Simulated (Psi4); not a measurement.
# NS (Mononitrogen monosulfide): levels of theory compared

Aim: a comparison of 3 runs (U-r2SCAN/cc-pVTZ, UM06-2X/cc-pVTZ, UM06-L/cc-pVTZ) of NS (Mononitrogen monosulfide). 

The calculation is run with Psi4 1.11.

4 further runs of the same task are left out: 4 that didn't finish.

## (1) The structure to begin with

The species is NS (2 atoms), meant as a doublet with charge 0. As SMILES, `[N]=S`. The N1–S2 distance was set to 3.268 Å, away from the relaxed value.

## (2) Energy and forces at U-r2SCAN/cc-pVTZ (run 1)

Contents of calc.inp:

```
memory 2200 mb

molecule {
  0 2
  N      0.00000000     0.00000000    -3.39016867
  S      0.00000000     0.00000000     2.78621220
  units bohr
  symmetry c1
  no_reorient
  no_com
}

set basis cc-pVTZ
set reference uks
set puream true
set e_convergence 1e-09
set d_convergence 1e-08
set scf_type pk
set dft_radial_points 99
set dft_spherical_points 590
set maxiter 100

energy_value, wavefunction = gradient("r2scan", return_wfn=True)
oeprop(wavefunction, "MAYER_INDICES", "LOWDIN_CHARGES", "MULLIKEN_CHARGES")
print_variables()
```

Launch:

```bash
psi4 -i calc.inp -o calc.out -n 1
```

calc.out:

```text
[...]
  Running in c1 symmetry.
[...]
  Nuclear repulsion =   18.133596738505538
[...]
  Multiplicity = 2
[...]
  Nalpha       = 12
  Nbeta        = 11
[...]
    Number of basis functions: 64
[...]
   @UKS iter   1:  -452.37245125668539   -4.92556e-01   9.20343e-03 DIIS/ADIIS
[...]
   @UKS iter  18:  -452.67171330774397   -2.61480e-12   4.30940e-09 DIIS
[...]
   @S^2 Observed:                2.701734694E+00
[...]
  @UKS Final Energy:  -452.67171330774397
   => Energetics <=
    Nuclear Repulsion Energy =             18.1335967385055383
    One-Electron Energy =                -659.5950089338793987
    Two-Electron Energy =                 221.1443112048114017
    DFT Exchange-Correlation Energy =     -32.3546123171815054
    Empirical Dispersion Energy =           0.0000000000000000
    VV10 Nonlocal Energy =                  0.0000000000000000
    Total Energy =                       -452.6717133077439712
[...]
 Multipole Moments:
 ------------------------------------------------------------------------------------
     Multipole            Electronic (a.u.)      Nuclear  (a.u.)        Total (a.u.)
 ------------------------------------------------------------------------------------
 L = 1.  Multiply by 2.5417464519 to convert [e a0] to [Debye]
 Dipole X            :          0.0000000            0.0000000            0.0000000
 Dipole Y            :         -0.0000000            0.0000000           -0.0000000
 Dipole Z            :        -20.8940892           20.8482145           -0.0458747
 Magnitude           :                                                    0.0458747
[...]
  -Total Gradient:
     Atom            X                  Y                   Z
    ------   -----------------  -----------------  -----------------
       1       -0.000000000000     0.000000000000    -0.004040188828
       2       -0.000000000001    -0.000000000001     0.004082509513
[...]
  Mulliken Charges: (a.u.)
   Center  Symbol    Alpha    Beta     Spin     Total
       1     N     4.98018  2.01082  2.96936  0.00900
       2     S     7.01982  8.98918 -1.96936 -0.00900
   Total alpha = 12.00000, Total beta = 11.00000, Total charge = -0.00000
  Lowdin Charges: (a.u.)
   Center  Symbol    Alpha    Beta     Spin     Total
       1     N     4.97430  2.01483  2.95947  0.01087
       2     S     7.02570  8.98517 -1.95947 -0.01087
  Total alpha = 12.00000, Total beta = 11.00000, Total charge = -0.00000
[...]
```

It took 36 s on 1 thread of Intel Xeon at 2.50GHz (Skylake/Cascade Lake), shared host; peak memory 0.87 GiB.

## (3) Energy and forces at UM06-2X/cc-pVTZ (run 2)

Contents of input.inp:

```
memory 2200 MB

molecule molecule1 {
  0 2
  N      0.000000     0.000000    -1.794000
  S      0.000000     0.000000     1.474400
  symmetry c1
  no_reorient
  no_com
}

set globals {
  reference            uks
  puream               true
  e_convergence        1e-09
  d_convergence        1e-08
  scf_type             pk
  dft_radial_points    99
  dft_spherical_points 590
  maxiter              100
}

e_tot, wfn = gradient('m06-2x/cc-pVTZ', return_wfn=True)
oeprop(wfn, 'QUADRUPOLE', 'DIPOLE', 'WIBERG_LOWDIN_INDICES', title='M06-2X')
```

Launch:

```bash
psi4 -n 1 input.inp input.out
```

input.out:

```text
[...]
  Running in c1 symmetry.
[...]
  Nuclear repulsion =   18.133596743066946
[...]
  Multiplicity = 2
[...]
  Nalpha       = 12
  Nbeta        = 11
[...]
    Number of basis functions: 64
[...]
   @UKS iter   1:  -452.06965138205317   -4.77209e-01   1.20187e-02 DIIS/ADIIS
[...]
   @UKS iter  20:  -452.69339113671981   -2.10321e-12   4.94004e-09 DIIS
[...]
   @S^2 Observed:                2.719947014E+00
[...]
  @UKS Final Energy:  -452.69339113671981
   => Energetics <=
    Nuclear Repulsion Energy =             18.1335967430669456
    One-Electron Energy =                -659.6636442704286765
    Two-Electron Energy =                 204.1603504722232856
    DFT Exchange-Correlation Energy =     -15.3236940815814009
    Empirical Dispersion Energy =           0.0000000000000000
    VV10 Nonlocal Energy =                  0.0000000000000000
    Total Energy =                       -452.6933911367198107
[...]
  -Total Gradient:
     Atom            X                  Y                   Z
    ------   -----------------  -----------------  -----------------
       1       -0.000000000000    -0.000000000000    -0.004577029094
       2       -0.000000000000     0.000000000000     0.004540215471
[...]
 Multipole Moments:
 ------------------------------------------------------------------------------------
     Multipole            Electronic (a.u.)      Nuclear  (a.u.)        Total (a.u.)
 ------------------------------------------------------------------------------------
 L = 1.  Multiply by 2.5417464519 to convert [e a0] to [Debye]
 Dipole X            :          0.0000000            0.0000000            0.0000000
 Dipole Y            :          0.0000000            0.0000000            0.0000000
 Dipole Z            :        -20.8617836           20.8482145           -0.0135691
 Magnitude           :                                                    0.0135691
 L = 2.  Multiply by 1.3450342976 to convert [e a0^2] to [Debye ang]
 Quadrupole XX       :        -15.1091658            0.0000000          -15.1091658
 Quadrupole XY       :         -0.0003886            0.0000000           -0.0003886
[...]
```

Wall time 44 s (1 thread of Intel Xeon at 2.50GHz (Skylake/Cascade Lake), shared host); peak memory 0.87 GiB.

## (4) The energy at UM06-L/cc-pVTZ (run 3)

Contents of run.py:

```python
import numpy as np
from ase.calculators.psi4 import Psi4
from ase import Atoms

mol = Atoms(['N', 'S'], positions=[
    [0.000000, 0.000000, -1.794000],
    [0.000000, 0.000000, 1.474400],
])
calc = Psi4(atoms=mol, method='m06-l', basis='cc-pVTZ', memory='2200MB', num_threads=1, charge=0, multiplicity=2, label='psi4-calc', reference='uks')
calc.psi4.set_options({'puream': True, 'e_convergence': 1e-09, 'd_convergence': 1e-08, 'scf_type': 'pk', 'dft_radial_points': 99, 'dft_spherical_points': 590, 'maxiter': 100})
mol.calc = calc

print(f'energy: {mol.get_potential_energy():.6f} eV')
```

Launch:

```bash
python run.py
```

psi4-calc.dat:

```text
[...]
  Running in c1 symmetry.
[...]
  Nuclear repulsion =   18.133596743066946
[...]
  Multiplicity = 2
[...]
  Nalpha       = 12
  Nbeta        = 11
[...]
    Number of basis functions: 64
[...]
   @UKS iter   1:  -452.37506442122367   -4.60912e-01   9.20488e-03 ADIIS/DIIS
[...]
   @UKS iter  21:  -452.70782270631696   -9.09495e-13   2.70034e-09 DIIS
[...]
   @S^2 Observed:                2.759100541E+00
[...]
    Orbital Energies [Eh]
    ---------------------
    Alpha Occupied:
       1A    -88.594257     2A    -14.269809     3A     -7.940252
       4A     -5.847868     5A     -5.847868     6A     -5.838201
       7A     -0.780705     8A     -0.591574     9A     -0.309140
      10A     -0.306896    11A     -0.306896    12A     -0.224217
    Alpha Virtual:
      13A     -0.197534    14A     -0.197534    15A      0.292454
      16A      0.292454    17A      0.307431    18A      0.309407
      19A      0.345638    20A      0.351176    21A      0.351176
      22A      0.378130    23A      0.378138    24A      0.464266
      25A      0.464266    26A      0.468692    27A      0.655010
[...]
  @UKS Final Energy:  -452.70782270631696
   => Energetics <=
    Nuclear Repulsion Energy =             18.1335967430669456
    One-Electron Energy =                -659.8187217910500522
    Two-Electron Energy =                 221.4117634797117375
    DFT Exchange-Correlation Energy =     -32.4344611380455845
    Empirical Dispersion Energy =           0.0000000000000000
    VV10 Nonlocal Energy =                  0.0000000000000000
    Total Energy =                       -452.7078227063169606
[...]
 Multipole Moments:
 ------------------------------------------------------------------------------------
     Multipole            Electronic (a.u.)      Nuclear  (a.u.)        Total (a.u.)
 ------------------------------------------------------------------------------------
 L = 1.  Multiply by 2.5417464519 to convert [e a0] to [Debye]
 Dipole X            :          0.0000000            0.0000000            0.0000000
 Dipole Y            :          0.0000000            0.0000000            0.0000000
 Dipole Z            :          0.0300065            0.0328715            0.0628780
 Magnitude           :                                                    0.0628780
[...]
```

The script printed:

```text
energy: -12318.807320 eV
```

It took 32 s on 1 thread of Intel Xeon at 2.50GHz (Skylake/Cascade Lake), shared host; peak memory 0.9 GiB.

## (5) The series

```
run             level      task  energy (Eh)  dipole moment (D)  HOMO energy (eV)  LUMO energy (eV)  wall time
  1  U-r2SCAN/cc-pVTZ  gradient  -452.671713               0.12             -6.35             -5.10       36 s
  2   UM06-2X/cc-pVTZ  gradient  -452.693391               0.03             -8.51             -3.49       44 s
  3    UM06-L/cc-pVTZ    energy  -452.707823               0.16             -6.10             -5.38       32 s
```

## (6) Results

| quantity | value |
| --- | --- |
| run 3: total energy | -452.70782 Eh |
| run 3: dipole moment | 0.16 D |
| run 3: HOMO energy (highest over α and β) | -6.10 eV |
| run 3: LUMO energy (lowest over α and β) | -5.38 eV |
| run 3: ⟨S²⟩ | 2.759 |

The dipole moment (its size) runs from 0.03 D (UM06-2X/cc-pVTZ) to 0.16 D (UM06-L/cc-pVTZ). The two dipoles point in opposite directions. Totals of different functionals can't be ranked against each other. Spin contamination of the reference: run 3 ⟨S²⟩ = 2.76, run 2 ⟨S²⟩ = 2.72, run 1 ⟨S²⟩ = 2.70. Where it is this large, the reference is a mixture of spin states, and values that rest on it are in doubt. All runs together took 1.9 min, the longest 44 s.
